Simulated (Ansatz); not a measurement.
# AlH₃O₂ (SMILES [OH][AlH][OH]): single points off equilibrium

How do the functionals fare away from a minimum? The structure is a structure displaced at random from a GFN2-xTB minimum.

Method: single points in def2-TZVPP; program: Ansatz 0.2.0, Gaussian basis.

Correlated methods freeze the cores.

### 1 Starting geometry

SMILES `[OH][AlH][OH]`, 6 atoms, charge 0, spin multiplicity 1.

Atoms are counted from 1 here; the program's logs count them from 0.

Bond lengths: O1–Al2 1.558 Å, O1–H4 1.040 Å, Al2–O3 1.663 Å, Al2–H5 1.439 Å, O3–H6 0.863 Å. Angles: Al2–O1–H4 169.8°, O1–Al2–O3 127.1°, O1–Al2–H5 113.8°, O3–Al2–H5 117.9°, Al2–O3–H6 165.7°.

Coordinates:

```xyz
6

O    -1.2624   -0.3078   -0.5696
Al    0.1575    0.2467   -0.2465
O     1.0951   -0.1090    1.0799
H    -2.2421   -0.5097   -0.8540
H     0.7822    0.9251   -1.3516
H     1.5176   -0.0982    1.8323
```

### 2 CCSD(T)/def2-TZVPP

Contents of run/in.yaml:

```yaml
crystal:
  periodic: [false, false, false]
  atoms:
    - {symbol: O, position_ang: [-1.262400, -0.307800, -0.569600]}
    - {symbol: Al, position_ang: [0.157500, 0.246700, -0.246500]}
    - {symbol: O, position_ang: [1.095100, -0.109000, 1.079900]}
    - {symbol: H, position_ang: [-2.242100, -0.509700, -0.854000]}
    - {symbol: H, position_ang: [0.782200, 0.925100, -1.351600]}
    - {symbol: H, position_ang: [1.517600, -0.098200, 1.832300]}
basis:
  gaussian: {orbitals: def2-TZVPP}
correlation: {method: ccsd_t}
output: {forces: true}
```

No record of the launch command was kept for these runs.

### 3 PBE0-D4/def2-TZVPP

Edit run/in.yaml of step 2 so:

```diff
@@ -11,3 +11,3 @@
   gaussian: {orbitals: def2-TZVPP}
-correlation: {method: ccsd_t}
-output: {forces: true}
+hamiltonian: {xc: pbe0, dispersion: d4}
+output: {forces: true, orbitals: {seedname: orbitals}}
```

### 4 wB97M-V/def2-TZVPP

Edit run/in.yaml of step 3 so:

```diff
@@ -11,3 +11,3 @@
   gaussian: {orbitals: def2-TZVPP}
-hamiltonian: {xc: pbe0, dispersion: d4}
-output: {forces: true, orbitals: {seedname: orbitals}}
+hamiltonian: {xc: {name: wB97M-V}}
+output: {forces: true}
```

### 5 r2SCAN-D4/def2-TZVPP

Edit run/in.yaml of step 4 so:

```diff
@@ -11,3 +11,3 @@
   gaussian: {orbitals: def2-TZVPP}
-hamiltonian: {xc: {name: wB97M-V}}
+hamiltonian: {xc: r2scan, dispersion: d4}
 output: {forces: true}
```

### 6 PBE-D4/def2-TZVPP

Edit run/in.yaml of step 5 so:

```diff
@@ -11,3 +11,3 @@
   gaussian: {orbitals: def2-TZVPP}
-hamiltonian: {xc: r2scan, dispersion: d4}
+hamiltonian: {xc: pbe, dispersion: d4}
 output: {forces: true}
```

### 7 HSE06-D4/def2-TZVPP

Edit run/in.yaml of step 6 so:

```diff
@@ -11,3 +11,3 @@
   gaussian: {orbitals: def2-TZVPP}
-hamiltonian: {xc: pbe, dispersion: d4}
+hamiltonian: {xc: hse06, dispersion: d4}
 output: {forces: true}
```

### 8 B97M-V/def2-TZVPP

Edit run/in.yaml of step 7 so:

```diff
@@ -11,3 +11,3 @@
   gaussian: {orbitals: def2-TZVPP}
-hamiltonian: {xc: hse06, dispersion: d4}
+hamiltonian: {xc: {name: B97M-V}}
 output: {forces: true}
```

(Steps that only read results are left out.)

Before running it: what results should come out? Wanted: energy less free atoms, CCSD(T)/def2-TZVPP; RMS force component; RMS force error; HOMO and LUMO, PBE0-D4; T1 diagnostic.

As calculated:

```
                                  quantity                                                                                           value
energy less free atoms, CCSD(T)/def2-TZVPP                                                                                      -20.717 eV
                       RMS force component                                                            3.153 to 3.239 eV/Å over the methods
                           RMS force error  PBE0-D4 0.081, wB97M-V 0.053, r2SCAN-D4 0.083, PBE-D4 0.202, HSE06-D4 0.081, B97M-V 0.165 eV/Å
                    HOMO and LUMO, PBE0-D4                                                                               -8.49 and 0.07 eV
                             T1 diagnostic                                                                                           0.011
```

Against CCSD(T) the functionals' energies less atoms differ by -0.621 to -0.052 eV, PBE-D4 by -0.556 eV. The reference is not at the basis limit: in triple zeta CCSD(T) underbinds, which counts against methods that bind more; the gaps are no ranking. The forces of wB97M-V come nearest to CCSD(T), those of PBE-D4 are farthest. Frozen-core CCSD(T) forces in triple zeta carry basis errors of their own, and this is one geometry, so small gaps rank nothing.
